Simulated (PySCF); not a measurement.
Molecule: `CCS(=O)(=O)Cl`, C2H5ClO2S.

Geometry:
```json
{"atom": "C1", "x (Å)": "-1.748", "y (Å)": "4.911", "z (Å)": "1.210"}
{"atom": "C2", "x (Å)": "-0.659", "y (Å)": "4.466", "z (Å)": "2.156"}
{"atom": "S3", "x (Å)": "0.987", "y (Å)": "4.639", "z (Å)": "1.471"}
{"atom": "O4", "x (Å)": "1.002", "y (Å)": "4.148", "z (Å)": "0.110"}
{"atom": "O5", "x (Å)": "1.958", "y (Å)": "4.207", "z (Å)": "2.450"}
{"atom": "Cl6", "x (Å)": "1.111", "y (Å)": "6.739", "z (Å)": "1.368"}
{"atom": "H7", "x (Å)": "-2.729", "y (Å)": "4.721", "z (Å)": "1.669"}
{"atom": "H8", "x (Å)": "-1.690", "y (Å)": "4.358", "z (Å)": "0.263"}
{"atom": "H9", "x (Å)": "-1.668", "y (Å)": "5.986", "z (Å)": "0.996"}
{"atom": "H10", "x (Å)": "-0.696", "y (Å)": "3.387", "z (Å)": "2.382"}
{"atom": "H11", "x (Å)": "-0.629", "y (Å)": "5.017", "z (Å)": "3.107"}
```

Geometry PBE0-D3(BJ)/def2-SVP throughout; GIAO in PySCF 2.14.0 with density-fitted response routines, gas phase, one conformer, non-relativistic; equivalent atoms averaged; functional PBE0.

(1) How do the shifts δ (against TMS, CS2, H2O, HCl at the same level) depend on the basis set? (ppm; last column core-seconds on 1 thread of an Intel Xeon 6975P-C, shared host)

(2) Which nucleus moves most, in ppm?

(3) Taking the largest basis, IGLO-III (278 functions), as the yardstick, rank the others by their worst heavy-atom deviation.

Answers

(1) 
```csv
basis set,functions,C2,C1,S3,O4/O5,Cl6,H10/H11,H7/H8/H9,core-s
pcSseg-0,72,73.9,10.6,406.7,396.1,649.5,3.73,1.96,4.2
cc-pVDZ,117,63.6,10.3,348.6,314.9,553.3,2.96,1.35,7.7
aug-cc-pVDZ,191,64.5,9.9,348.3,299.0,589.3,3.47,1.66,14
cc-pVTZ,258,64.2,10.1,367.5,313.6,574.9,3.31,1.57,23
IGLO-III,278,67.2,10.7,399.1,323.4,633.7,3.39,1.60,26
```

(2) O4/O5 (S=O oxygen): from 299.0 ppm with aug-cc-pVDZ to 396.1 ppm with pcSseg-0. The smallest spread is 0.62 ppm, at H7/H8/H9. Proton shifts span only some 12 ppm, so a few tenths of a ppm matter as much there as several ppm in carbon.

(3) aug-cc-pVDZ 50.8 ppm (191 functions), cc-pVTZ 58.8 ppm (258 functions), pcSseg-0 72.8 ppm (72 functions), cc-pVDZ 80.4 ppm (117 functions).

A small basis that lands close on one nucleus may do so by chance; judge by the trend and by all nuclei.
